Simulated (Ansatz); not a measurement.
Task: a comparison of dispersion corrections of C2H3NS, SMILES NC=C=S, with Ansatz 0.2.0 through its Python package. Give the script and its output. Settings (for the species named): PBE0, def2-SVP basis, multiplicity 1, D3BJ dispersion.

Contents of `c2h3ns.xyz`:
```text
7

N    -0.03470    1.07250   -0.16600
C     0.30260   -0.06820    0.39200
C     0.07980   -1.20980   -0.20150
S    -0.10200   -2.78330   -0.99480
H    -0.82550    1.02110   -0.88640
H    -0.25270    1.88300    0.48800
H     0.89380    0.01690    1.32290
```

`disp.py`:
```python
'''Size of D3 and D4 in C2H3NS.'''

import ansatz as az

system = az.Crystal.molecule_from_extxyz('c2h3ns.xyz')

base = system.calculation().basis(gaussian='def2-SVP')
for name in ['pbe0', 'blyp']:
    for correction in ('d3bj', 'd4'):
        report = base.functional(name, dispersion=correction).run().report
        print(f'{name:8s} {correction:5s} total {report["free_energy_ev"]:.5f} eV, of which dispersion {1000 * report["dispersion"]["energy"]["ev"]:.2f} meV')
```

```console
$ python disp.py
pbe0     d3bj  total -14431.36452 eV, of which dispersion -112.99 meV
pbe0     d4    total -14431.35481 eV, of which dispersion -103.29 meV
blyp     d3bj  total -14438.46045 eV, of which dispersion -279.97 meV
blyp     d4    total -14438.45484 eV, of which dispersion -274.36 meV
```

Notes:
- Total energies depend on the basis set; only differences at equal settings carry meaning.
- The geometry is a force-field or estimated start, not a minimum of this method, and the basis set is short of its limit. D4 holds the three-body term, and d3bj doesn't.
- The whole script took 6.6 s on 1 thread of Arm Neoverse V2, on a shared host, peak memory 0.19 GiB.
